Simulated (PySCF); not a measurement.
Input for PySCF: D3(BJ) and D4 dispersion corrections on CH2O (SMILES C=O).

```python
from pyscf import gto
from pyscf.dispersion import dftd3, dftd4

mol = gto.M(
    atom='''
    C     0.00000000    0.60123980   -1.35383976
    O     0.00000000   -0.59301814   -1.55209021
    H     0.93542250    1.17427624   -1.26515132
    H    -0.93542250    1.17427624   -1.26515132
    ''',
    basis='def2-svp',
    charge=0, spin=0, verbose=0, max_memory=1800)
d3, d4 = {}, {}
for xc in ['hf', 'pbe', 'blyp', 'revpbe', 'tpss', 'r2scan', 'b3lyp', 'pbe0', 'bhlyp', 'camb3lyp', 'b2plyp']:
    d3[xc] = float(dftd3.DFTD3Dispersion(mol, xc=xc, version='d3bj', atm=False).get_dispersion()['energy'])
    print(f'D3(BJ) {xc:10s} {d3[xc]:14.8f} Eh')
for xc in ['hf', 'pbe', 'blyp', 'revpbe', 'tpss', 'r2scan', 'b3lyp', 'pbe0', 'bhlyp', 'camb3lyp', 'b2plyp']:
    d4[xc] = float(dftd4.DFTD4Dispersion(mol, xc={'camb3lyp': 'cam-b3lyp'}.get(xc, xc), atm=True).get_dispersion()['energy'])
    print(f'D4     {xc:10s} {d4[xc]:14.8f} Eh')
```

The log:

```
D3(BJ) hf            -0.01254834 Eh
D3(BJ) pbe           -0.00109309 Eh
D3(BJ) blyp          -0.00228327 Eh
D3(BJ) revpbe        -0.00310852 Eh
D3(BJ) tpss          -0.00131463 Eh
D3(BJ) r2scan        -0.00026160 Eh
D3(BJ) b3lyp         -0.00183472 Eh
D3(BJ) pbe0          -0.00087235 Eh
D3(BJ) bhlyp         -0.00136158 Eh
D3(BJ) camb3lyp      -0.00070719 Eh
D3(BJ) b2plyp        -0.00078273 Eh
D4     hf            -0.00414268 Eh
D4     pbe           -0.00089198 Eh
D4     blyp          -0.00212689 Eh
D4     revpbe        -0.00379813 Eh
D4     tpss          -0.00121681 Eh
D4     r2scan        -0.00020560 Eh
D4     b3lyp         -0.00143546 Eh
D4     pbe0          -0.00072060 Eh
D4     bhlyp         -0.00091478 Eh
D4     camb3lyp      -0.00070068 Eh
D4     b2plyp        -0.00061082 Eh
```

The run finished.

Cost: very roughly 0.020 core-seconds.
